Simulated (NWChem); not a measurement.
# Basis-set dependence for NO (-1)

```xyz
2

N      0.0000     0.0000     0.6690
O      0.0000     0.0000    -0.5854
```
Charge -1, spin multiplicity 3.

The numbers come from NWChem runs, not from measurements. Structure: optimised with UPBE0/def2-SVP, a minimum by its harmonic frequencies.

Hartree-Fock energies in Ha, correlation energies in mHa.

The correlated methods keep 2 core orbitals frozen. The structure started from a generated list of species. The unpaired electrons of the parent sit in orbitals of symmetry b1 and b2 (C2v labels of the run); other states weren't searched. The anion's geometry comes from a basis without diffuse functions. The stability of the SCF solutions was not checked. Open-shell Hartree-Fock references start from PBE0 orbitals. Coupled-cluster values serve here as a point of comparison, not as the truth.

```csv
basis,functions,UHF,UMP2,SCS-UMP2,CCSD on ROHF,CCSD[T] on ROHF,CCSD(T) on ROHF
def2-SVPD,43,-129.13603,-326.9,-310.1,-354.7,-370.1,-368.1
def2-TZVPD,77,-129.28878,-401.3,-384.9,-425.2,-447.1,-445.1
```

From def2-SVPD to def2-TZVPD the Hartree-Fock energy moves by -152.8 mHa and the UMP2 correlation energy by -74.4 mHa, which is 19 % of its value in the larger set.
